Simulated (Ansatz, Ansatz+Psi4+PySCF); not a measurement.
```xyz
4

C    -0.0004    0.0027   -0.0096
O     1.0470    0.0020    0.6651
O    -1.0514    0.0093    0.6738
H    -0.0023    0.0074   -1.1064
```

Basis set: cc-pVTZ (spherical functions). Frozen core: 3 orbitals. Correlation on ROHF uses semicanonical orbitals with singles. Charge 0, multiplicity 2.

Computed with Ansatz (development build ahead of 0.2.0); each method stands on the lowest determinant of its kind that the runs found.

The atomization energy at this shape (free ground-state atoms in the same class of orbitals less the molecule, no zero-point energy) of doublet CHO₂:

```
      method  atomization energy
    ROHF-MP2            16.14 eV
        ROHF            10.43 eV
ROHF-CCSD(T)            15.82 eV
```

(1) What does UHF give?

## Answers

(1) 10.22 eV. Caution for ROHF-MP2, ROHF-CCSD(T): large amplitudes, a single reference is doubtful. Caution for UHF: the unrestricted determinant is spin contaminated. Caution for ROHF-CCSD(T): another reference gives a lower total.
